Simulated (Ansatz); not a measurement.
## Basis-set limit of Pd⁺, doublet

A free Pd cation.

Ansatz 0.2.0, UHF determinant, valence electrons correlated, core potentials past Kr. Energies in eV.

```
       set  X  functions  Hartree–Fock  MP2 correlation  CCSD(T) correlation                                                                                                  time
def2-TZVPP  3         56    -3450.4426          -7.5877              -7.4959      10 s on 1 × NVIDIA H100 80GB HBM3 with 1 thread of AMD EPYC 7R13 Processor (Zen 3) (shared host)
def2-QZVPP  4         88    -3450.4771          -8.2328              -8.1142  15 s on 1 × NVIDIA H100 80GB HBM3 with 1 thread of AMD EPYC 7R13 Processor (Zen 3), on a shared host
```

Hartree–Fock is taken to follow E(X) = E∞ + A·exp(−7.88·√X), correlation E(X) = E∞ + B·X^−2.97.

Cautions: no spin-orbit coupling; outer-core shells of the metal frozen.

Question: Work out the CCSD(T) energy at the limit, and how far the shortcut misses it that extrapolates MP2 and adds CCSD(T) minus MP2 from the smaller set.

Answer: Hartree–Fock: E∞ = E4 + 0.1377·(E4 − E3) = -3450.4818. Correlation: E∞ = E4 + 0.7407·(E4 − E3) = -8.5722 for CCSD(T) and -8.7107 for MP2. The limit is -3459.0541 eV, 0.463 eV below def2-QZVPP. The shortcut gives a correlation energy of -8.7107 + (0.0918) = -8.6189, 47 meV lower than the direct value.

The exponents were fitted on light atoms, and def2 sets of heavy atoms don't grow evenly, so the limit is rough here.
